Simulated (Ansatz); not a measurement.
HCB, singlet in 6-31G: errors against full CI

Geometry: a point of a breathe scan, not a stationary point.

```yaml
atoms:
  - { symbol: B, position_ang: [0.0000, 0.0934, 0.8666] }
  - { symbol: C, position_ang: [0.0000, -0.1338, -0.6459] }
  - { symbol: H, position_ang: [0.0000, 0.5928, -1.5984] }
```

Basis 6-31G; Ansatz 0.2.0. Only valence electrons are correlated (noble-gas cores frozen), which leaves 8 electrons in 18 orbitals. Prefix R: restricted or restricted open-shell reference; prefix U: unrestricted. Active spaces: pair = (2e, 2o) about the gap; valence = (8e, 9o) chosen from the atoms' valence shells.

Full CI is exact within this basis and frozen core; it isn't the basis-set limit. The frozen core follows each run's orbitals, which can shift R against U totals by a few meV.

HF rows: UHF is the lowest solution found. Coupled cluster chose its determinant by a search with trial CCSD, here up to 0.21 eV above the lowest Hartree–Fock solution of its kind, and MP2 stands on that determinant too.

RHF is unstable: UHF (⟨S²⟩ = 1.54) lies 2.13 eV below the lowest RHF solution. Higher spins weren't run at this geometry and may lie near or lower.

The UHF ⟨S²⟩ is 1.537. The ⟨S²⟩ of the determinant under UCCSD is 1.028 and the T1 diagnostic (RCCSD) is 0.1581. The largest doubles amplitude (RCCSD) is 0.342.

```csv
level,E − E(full CI) (meV),share of correlation (%),wall time
UHF†,3438,–,0.3 s
RMP2,2171,62.42,–
UMP2†,999,–,–
RCCSD*,539,90.67,–
UCCSD*†,159,–,–
RCCSD(T)*,-126,102.19,0.54 s
UCCSD(T)*†,-78,–,2.6 s
BCCD(T),29,99.50,0.69 s
RCCSDT*,42,99.27,–
UCCSDT*†,-293,–,–
RCCSDT(Q)*,-64,101.10,1.3 s
UCCSDT(Q)*†,-380,–,6.5 s
RCCSDTQ*,4,99.92,6.5 s
UCCSDTQ*†,-364,–,61 s
CASSCF (pair space),4230,26.78,–
NEVPT2 (pair space),985,82.96,0.36 s
MRCISD (pair space),487,91.56,–
MRCISD+Q (pair space),-9,100.15,0.63 s
CASSCF (valence space),1005,82.60,–
NEVPT2 (valence space),262,95.47,2.4 s
MRCISD (valence space),31,99.46,–
MRCISD+Q (valence space),12,99.80,3.6 s
```

An asterisk marks runs whose energy the program itself flagged as in doubt. A dagger marks rows that describe another state than the reference (another or a broken symmetry, a higher spin or other natural occupations), so the difference holds a gap between states beside the method's error.

The correlation energy at full CI, counted from the determinant under the R cluster runs, is -5.777 eV. That run took 56 s on 1 thread of INTEL XEON PLATINUM 8581C, shared host over 4,682,448 determinants.

Run but not shown, since their state, orbitals or frozen core can't be matched to the reference's or they repeat it: RHF, CISD, CISDTQ.

Times hold each run's SCF and search for its determinant on a shared host, so for small cases they say little of a method's own cost; they ran on 1 thread of INTEL XEON PLATINUM 8581C.

More than 5 meV below full CI, which no variational method can be: RCCSD(T), RCCSDT(Q), MRCISD+Q (pair space).

Unrestricted levels hold only the spin's projection, and here they fall towards a lower state of higher spin.

The full-CI state has the irrep A' of Cs, in the program's axes.

Natural occupations of full CI about the gap: 1.968 1.954 1.832 1.521 0.457 0.158 0.036 0.025 0.020 0.008; effectively unpaired electrons, Σ n²(2−n)², 1.23. No single determinant describes this state well, so single-reference rows can miss without a flag.
